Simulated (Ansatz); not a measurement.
```yaml
crystal:
  periodic: [false, false, false]
  atoms:
    - {symbol: Pt, position_ang: [0.004624, -0.004627, -0.003074]}
    - {symbol: H, position_ang: [0.037864, 0.659426, 1.456526]}
    - {symbol: H, position_ang: [-0.655335, -0.034506, 1.458454]}
    - {symbol: H, position_ang: [-0.794955, 0.791329, -1.002658]}
    - {symbol: H, position_ang: [0.517537, -0.520652, -1.317333]}
basis:
  gaussian: {orbitals: def2-TZVP}
hamiltonian: {xc: pbe0}
relax: {f_tol: 0.004, max_steps: 80}
```

```sh
$ ansatz run in.yaml --threads 1 --pin off --events-out ev --progress --plain --max-ram 2176MiB
```

Steps of the relaxation (energy above the last step; positions in Å, forces in eV/Å):

```
5
step 1, 447.3 meV
Pt    0.005   -0.005   -0.003    0.751   -0.750   -0.007
H     0.038    0.659    1.457   -0.535    0.403    1.151
H    -0.655   -0.035    1.458   -0.400    0.538    1.151
H    -0.795    0.791   -1.003   -0.161    0.160   -0.180
H     0.518   -0.521   -1.317    0.346   -0.352   -2.114
```

```
5
step 2, 106.2 meV
Pt    0.091   -0.091    0.018    0.094   -0.097   -0.968
H    -0.029    0.698    1.520   -0.501   -0.408    0.100
H    -0.694    0.033    1.522    0.408    0.502    0.097
H    -0.730    0.727   -0.969   -0.027    0.028    0.297
H     0.472   -0.476   -1.500    0.026   -0.025    0.474
```

```
5
step 3, 37.9 meV
Pt    0.101   -0.101   -0.013    0.196   -0.199   -1.173
H    -0.069    0.671    1.517    0.102    0.276    0.189
H    -0.667    0.073    1.518   -0.276   -0.102    0.190
H    -0.766    0.762   -0.920    0.049   -0.049    0.273
H     0.510   -0.514   -1.510   -0.072    0.074    0.520
```

```
5
step 5, 0.1 meV
Pt    0.127   -0.127   -0.060   -0.045    0.045   -0.001
H    -0.085    0.684    1.499   -0.003   -0.012    0.007
H    -0.679    0.089    1.501    0.012    0.003    0.007
H    -0.794    0.791   -0.832    0.019   -0.019    0.011
H     0.541   -0.545   -1.515    0.018   -0.018   -0.024
```

```
5
step 6, 0.1 meV
Pt    0.123   -0.123   -0.062    0.018   -0.018    0.014
H    -0.084    0.682    1.502   -0.015   -0.009   -0.003
H    -0.678    0.087    1.503    0.009    0.015   -0.003
H    -0.796    0.793   -0.836   -0.002    0.002   -0.006
H     0.544   -0.548   -1.515   -0.010    0.010   -0.003
```

```
5
step 7, 0.0 meV
Pt    0.125   -0.125   -0.061    0.001   -0.001   -0.001
H    -0.085    0.682    1.502    0.001    0.001    0.000
H    -0.678    0.088    1.503   -0.001   -0.001    0.000
H    -0.794    0.791   -0.836    0.000    0.000    0.000
H     0.542   -0.546   -1.515    0.000    0.000    0.001
```

Close pairs at the end: H2–H3 0.840 Å, Pt1–H4 1.511 Å, Pt1–H5 1.571 Å, Pt1–H3 1.771 Å, Pt1–H2 1.771 Å.

A stationary point of restricted PBE0 after 7 steps (its stability towards spin polarisation wasn't tested); no frequencies were run, so it isn't proven a minimum. 9 s on 1 thread of Intel Xeon 6975P-C, shared host.
